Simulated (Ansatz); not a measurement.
# Worked example: correlation energy of C2H6, singlet

Geometry: MP2(full)/6-31G*, from the G2/97 set.

```xyz
8

C     0.0000    0.0000    0.7622
C     0.0000    0.0000   -0.7622
H     0.0000    1.0190    1.1572
H    -0.8824   -0.5095    1.1572
H     0.8824   -0.5095    1.1572
H     0.0000   -1.0190   -1.1572
H    -0.8824    0.5095   -1.1572
H     0.8824    0.5095   -1.1572
```

Basis cc-pVDZ; Ansatz 0.2.0. Only valence electrons are correlated (noble-gas cores frozen), which leaves 14 electrons in 56 orbitals. R marks a restricted (for open shells ROHF) determinant.

Full CI isn't at hand for all of this; RCCSDT(Q) serves as the reference, and is uncertain by about the last step of the cluster series.

Runs differ by some tens of microhartree through their thresholds, so steps under 0.03 kcal/mol mean nothing.

| level | total energy (hartree) |
| --- | --- |
| RHF | -79.234942 |
| RMP2 | -79.537083 |
| RCCSD | -79.574100 |
| RCCSD(T) | -79.582380 |
| RCCSDT | -79.583008 |
| RCCSDT(Q) | -79.583401 |

What is the correlation energy at RCCSDT(Q), and what share of it do RMP2 and RCCSDT recover?

E(corr) = -79.583401 − (-79.234942) = -0.348459 hartree = -9.482 eV. RMP2: -0.302141 / -0.348459 = 86.71 %. RCCSDT: -0.348066 / -0.348459 = 99.89 %.

By how many kcal/mol does RCCSD(T) miss RCCSDT(Q) (1 hartree = 627.509 kcal/mol), and which steps make up the rest?

-79.582380 − (-79.583401) = 0.001021 hartree = 0.64 kcal/mol. Steps: RCCSDT − RCCSD(T) = -0.39, RCCSDT(Q) − RCCSDT = -0.25 kcal/mol. That is within 1 kcal/mol of the reference in this basis, which itself misses far more of the correlation at the basis-set limit.
